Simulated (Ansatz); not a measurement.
## Scan of [H···H···SiH], doublet

Starting geometry:

```
atom    x (Å)    y (Å)   z (Å)
   H  -2.3974   0.0479  0.0000
   H  -1.6524   0.0479  0.0000
  Si   0.1266   0.0479  0.0000
   H   0.5230  -1.4316  0.0000
```

From there H2 is moved from one fragment to the other while all else, the fragments' distance too, stays fixed; atoms are numbered as listed. Energies are in kJ/mol, counted from the starting geometry at the same level.

Basis 6-31G; Ansatz 0.2.0. Correlated methods freeze the noble-gas cores. R marks a restricted (for open shells ROHF) determinant, U an unrestricted one. Active spaces: valence = (7e, 7o) chosen from the atoms' valence shells.

Unrestricted rows (U) aren't spin-pure: their determinants' ⟨S²⟩ exceeds S(S+1) by up to 0.74, so they mix in states of higher spin. Coupled cluster chose its determinant by trial CCSD, here up to 0.38 eV above the lowest Hartree–Fock solution of its kind. Runs in a small pair space aren't shown, since their orbitals change along the scan.

Full CI is exact within this basis and frozen core; it isn't the basis-set limit. The frozen core follows each run's orbitals, which can shift R against U totals by a few meV.

```
distance H1-H2 (Å)  full CI  unpaired electrons (full CI)  error RCCSD  error UCCSD(T)  error RCCSDT(Q)  error UCCSDT(Q)  error NEVPT2 (valence space)  error MRCISD (valence space)
             0.693      0.5                          1.04         -0.2            -0.1              0.0              0.0                           0.6                           0.0
             0.745      0.0                          1.04          0.0             0.0              0.0              0.0                           0.0                           0.0
             0.793      8.1                          1.05          0.2             0.1              0.0              0.0                          -0.6                           0.0
             0.842     22.4                          1.06          0.6             0.2              0.0              0.0                          -1.1                           0.0
             0.890     40.5                          1.07          1.1             0.5              0.0              0.0                          -1.6                           0.0
             0.939     61.8                          1.10          1.7             1.1              0.0              0.0                          -2.1                           0.0
             0.987     84.6                          1.15          2.6             2.2              0.0              0.0                          -2.5                           0.0
             1.036    109.0                          1.22          3.9             3.5              0.1              0.0                          -2.8                           0.0
             1.084    133.9                          1.32          5.3             4.7              0.1              0.0                          -3.1                           0.0
```

Unpaired electrons are Σ n²(2−n)² over natural occupations. Errors are those of relative energies. In total energy the starting point itself misses full CI by: RCCSD 2.5, UCCSD(T) 0.8, RCCSDT(Q) 0.0, UCCSDT(Q) 0.0, NEVPT2 (valence space) 20.3, MRCISD (valence space) 2.2 kJ/mol.

Spread of the error over the points with a reference, to 1.084 Å (largest less smallest): MRCISD (valence space) 0.0, UCCSDT(Q) 0.1, RCCSDT(Q) 0.1, NEVPT2 (valence space) 3.8, UCCSD(T) 4.7, RCCSD 5.5 kJ/mol.
